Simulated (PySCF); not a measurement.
Molecule: SMILES C=CC(=O)C=C, C5H6O.

Structure with atom numbers: `[CH2:1]=[CH:2][C:3](=[O:4])[CH:5]=[CH2:6]`. Hydrogens are named by the atom that carries them. Ha(C1), Ha(C6) are cis to C3; Hb(C1), Hb(C6) are trans to C3.

Spin–spin couplings on one PBE0-D3(BJ)/def2-SVP geometry, PySCF 2.14, gas phase, non-relativistic, equivalent pairs averaged (without the spin–dipole term); isotopes 1H; functional B3LYP.

Reference values (Hz): 3J(H(C2),Hb(C1)) = 11.0 (measured; solution (compiled); Pretsch, Buehlmann, Badertscher, Structure Determination of Organic Compounds, 4th ed., Springer 2009); 3J(H(C2),Ha(C1)) = 17.9 (measured; solution (compiled); Pretsch, Buehlmann, Badertscher, Structure Determination of Organic Compounds, 4th ed., Springer 2009); 2J(Hb(C1),Ha(C1)) = 1.4 (measured; solution (compiled); Pretsch, Buehlmann, Badertscher, Structure Determination of Organic Compounds, 4th ed., Springer 2009).

Q: How do the couplings (Hz) change with the basis set? Times are CPU seconds on shared hosts with different chips, so compare them loosely. Far from the basis limit: 6-31G*, 6-31G-J, pcJ-0, def2-TZVP, cc-pVTZ.

A: 
```tsv
basis set	functions	3J(H(C2),Hb(C1))	3J(H(C2),Ha(C1))	2J(Hb(C1),Ha(C1))	mean abs. error	core-s
6-31G*	96	9.7	15.3	0.4	1.6	8
6-31G-J	96	11.9	18.0	0.1	0.8	8.6
pcJ-0	96	9.9	16.7	1.5	0.8	8.2
pcJ-1	222	11.0	18.1	3.0	0.6	28
def2-TZVP	222	8.8	15.1	3.7	2.4	30
cc-pVTZ	264	8.8	14.8	3.6	2.5	37
```

Errors compare magnitudes, without vibrational corrections, and the largest couplings weigh most in the mean. Closest: pcJ-1 and 6-31G-J, practically level; furthest: cc-pVTZ.

The Fermi-contact term samples the wavefunction at the nucleus, which is why sets with added tight s functions (names with J) are made for couplings. Agreement of an ordinary basis with the reference is then largely a cancellation of errors.
